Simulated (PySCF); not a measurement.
## Vibration and rotation of MgAl

UHF-CCSD(T) constants of MgAl, ²Π (doublet), unpaired electrons π ↑ (PySCF, spin-free X2C with a Gaussian nucleus, basis sets Mg jorge-DZP-DKH, Al jorge-DZP-DKH; masses 23.9850 and 26.9815 u):

| Item | Value |
| --- | --- |
| ωe | 172.6 cm⁻¹ |
| ωexe | 3.31 cm⁻¹ |
| Be | 0.14943 cm⁻¹ |
| αe | 0.00251 cm⁻¹ |
| D (centrifugal) | 4.48e-07 cm⁻¹ |
| De to Mg + Al | 0.244 eV |

Task: Give the vibrational terms G(v) and spacings up to v = 3.

Result: G(v) = ωe(v+½) − ωexe(v+½)².

```csv
v,G(v) (cm⁻¹),G(v) − G(v−1),Bv (cm⁻¹)
0,85,,0.1482
1,251,166,0.1457
2,411,159,0.1432
3,564,153,0.1406
```

Task: How well does the Morse estimate ωe²/(4ωexe) reproduce De, and what is D0?

Result: It gives 0.279 eV, 114 % of the computed De. D0 = De − G(0) = 0.244 − 0.011 = 0.233 eV.

Correlated steps freeze 6 core orbitals. The bond is weak. Basis-set superposition, not corrected here, can be much of De in a small basis, most of all at correlated wavefunction levels. The state is the lowest determinant that a PBE0 search found; another state may lie lower at other levels.
